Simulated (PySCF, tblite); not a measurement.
**C₄H₆N₂: geometry, infrared bands, NMR shifts and spin-spin couplings**

What infrared bands, NMR shifts and spin-spin couplings should C₄H₆N₂ (`[H]/N=C(\C=C)N=C`) show?

Programs: tblite 0.8.0 and PySCF 2.14.0, with density-fitted response routines of our own. Each step states its level of theory. These are calculated values for one molecule in the gas phase, unless marked as measured. Atoms count from 0, in the outputs and in this text.

## (1) The molecule as given

12 atoms, charge 0, multiplicity 1; geometry from: force field or distance geometry start.

Bonds of the start (Å): C0–C1 1.35, C1–C2 1.47, C2–N3 1.31, C2–N4 1.42, N4–C5 1.28, C0–H6 1.10, C0–H7 1.08, C1–H8 1.07, N3–H9 1.05, C5–H10 1.08, C5–H11 1.10.

## (2) Geometry optimisation with GFN2-xTB

What the job is given:

```
{"job": {"kind": "relax", "xc": "GFN2-xTB", "basis": "xTB"}, "charge": 0, "multiplicity": 1}
C     -1.233300    -1.209500     0.370400
C     -1.211000    -0.019200    -0.269900
C     -0.066800     0.836200     0.095500
N      0.053400     2.008400    -0.466100
N      0.905600     0.431600     1.049600
C      1.951400    -0.236800     0.721600
H     -2.068600    -1.882900     0.135800
H     -0.469400    -1.473500     1.091100
H     -1.959400     0.261200    -0.977900
H     -0.669000     2.317800    -1.159600
H      2.070400    -0.491000    -0.324500
H      2.697900    -0.543000     1.472500
```

On the command line:

```console
$ OMP_NUM_THREADS=1 python probes_run.py task.json out
```

This one command runs all jobs of the session in turn.

**Question.** This job is followed by: GFN2-xTB harmonic vibrations, gas phase; GIAO PBE0/pcSseg-1 NMR shielding, non-relativistic, gas phase; B3LYP/pcJ-1 indirect spin-spin coupling, non-relativistic, gas phase. What will the session give for the following? strongest single infrared mode (GFN2-xTB); zero-point energy (GFN2-xTB); 13C shifts against TMS (PBE0/pcSseg-1); 1H shifts against TMS (PBE0/pcSseg-1); 15N shifts against NH3 (PBE0/pcSseg-1); largest coupling of the table (B3LYP/pcJ-1).

**Answer**, as computed:

```
                                   quantity                                   value
  strongest single infrared mode (GFN2-xTB)                   1635 cm⁻¹, 174 km/mol
               zero-point energy (GFN2-xTB)                           57.7 kcal/mol
     13C shifts against TMS (PBE0/pcSseg-1)          174.2, 156.9, 140.9, 132.7 ppm
      1H shifts against TMS (PBE0/pcSseg-1)  8.84, 7.99, 7.37, 6.28, 6.21, 5.96 ppm
     15N shifts against NH3 (PBE0/pcSseg-1)                        408.8, 300.9 ppm
largest coupling of the table (B3LYP/pcJ-1)                1J(C,H) C5–H11, 186.8 Hz
```

**Reading.** The optimisation took 93 steps and gained 0.525 eV; among the close pairs (by a distance rule), C2–N4 changed most, from 1.421 to 1.378 Å. All 30 modes are real, so the xTB geometry is a minimum. The strongest single mode, at 1635 cm⁻¹, moves mainly C2 and N3. GFN2-xTB is a fitted tight-binding method: band positions and strengths are rough. Its intensities can rank the bands wrongly. At PBE0/pcSseg-1: The largest span, 640 ppm, is at N4, where the paramagnetic term is -472 ppm. Of the pairs tabulated at B3LYP/pcJ-1, C5–H11 couples most strongly (186.8 Hz; Fermi contact 186.5 Hz). Couplings across rotatable bonds belong to this one conformer; where others are populated, the observed values are averages.
